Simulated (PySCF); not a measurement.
**`CO/C=C/C=C`, C5H8O**

Cartesian coordinates in Å; atom numbers follow the order of the lines, from 1:
```xyz
14

C    -1.997    0.670   -2.146
C    -1.666    0.392   -0.876
C    -0.324    0.113   -0.408
C    -0.064   -0.158    0.888
O     1.115   -0.431    1.456
C     2.250   -0.448    0.634
H    -3.030    0.872   -2.436
H    -1.241    0.704   -2.937
H    -2.459    0.369   -0.117
H     0.482    0.130   -1.147
H    -0.866   -0.177    1.633
H     3.107   -0.688    1.276
H     2.164   -1.213   -0.158
H     2.417    0.535    0.157
```

The calculation used quadratic response CAM-B3LYP/def2-TZVPD first hyperpolarisability, Taylor convention, gas phase (PySCF). Geometry: PBE0-D3(BJ)/def2-SVP.

Give the tensor of the second harmonic β(−2ω;ω,ω) at 1064 nm in the axes of these coordinates.

In au, Taylor convention; rows are the first index (the induced dipole):
```
       xx     yy      zz     xy      xz     yz
x  +222.6  +32.4  +157.4  -66.4  +214.1  -46.9
y   -68.0  -46.9   -26.0  +31.7   -48.7  +75.5
z  +222.1  +77.4  +150.6  -49.6  +166.2  -27.0
```
Norm of βᵢ = ⅓ Σⱼ (βᵢⱼⱼ + βⱼᵢⱼ + βⱼⱼᵢ): 625.3 au, hyper-Rayleigh value 250.5 au.
